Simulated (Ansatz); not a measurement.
**Worked example: HB–Ga–Cl, quintet against HB–Ga–Cl, triplet**

Geometry (PBE0/def2-TZVP stationary point of a triplet), kept for both states (HB–Ga–Cl, triplet: A''; HB–Ga–Cl, quintet: A''):

```xyz
4

B     0.0000   -0.3428    2.2964
Ga    0.0000    0.0981    0.4394
Cl    0.0000   -0.0891   -1.6618
H     0.0000    0.0237    3.4216
```

Basis cc-pVDZ; Ansatz 0.2.0. Only valence electrons are correlated (noble-gas cores and the filled d shells of p-block atoms frozen). R marks a restricted (for open shells ROHF) determinant, U an unrestricted one. No spin–orbit coupling is included, and no scalar relativity.

Full CI isn't at hand for all of this; UCCSDT(Q) serves as the reference, and is uncertain by the last step of the cluster series or more.

```tsv
level	E(HB–Ga–Cl, triplet) (hartree)	E(HB–Ga–Cl, quintet) (hartree)
UHF	-2407.948963	-2407.753623
UMP2	-2408.189915	-2407.974592
UCCSD(T)	-2408.231170	-2408.018047
PBE	-2409.893872	-2409.687551
r2SCAN	-2410.361942	-2410.153005
UCCSDT(Q)	-2408.233187	-2408.020473
```

Give the vertical gap, HB–Ga–Cl quintet less HB–Ga–Cl triplet, at each level in eV (1 hartree = 27.2114 eV), and each error against UCCSDT(Q).

UCCSDT(Q): (-2408.020473 − (-2408.233187)) × 27.2114 = 5.788 eV (the reference)
r2SCAN: (-2410.153005 − (-2410.361942)) × 27.2114 = 5.685 eV, error -0.103 eV
PBE: (-2409.687551 − (-2409.893872)) × 27.2114 = 5.614 eV, error -0.174 eV
UCCSD(T): (-2408.018047 − (-2408.231170)) × 27.2114 = 5.799 eV, error 0.011 eV
UMP2: (-2407.974592 − (-2408.189915)) × 27.2114 = 5.859 eV, error 0.071 eV
UHF: (-2407.753623 − (-2407.948963)) × 27.2114 = 5.315 eV, error -0.473 eV

Total energies of functionals can't be set beside those of wave-function methods, since they hold the core's correlation and their own absolute errors; only the differences compare.

In so small a basis the reference is far from its limit while semilocal and hybrid functionals are nearer theirs, so the functionals' errors here hold much of the reference's basis and frozen-core error, which can add to them or hide them.

Each level lands on the state that its own search finds. T1 diagnostics of restricted CCSD: 0.018 and 0.043.
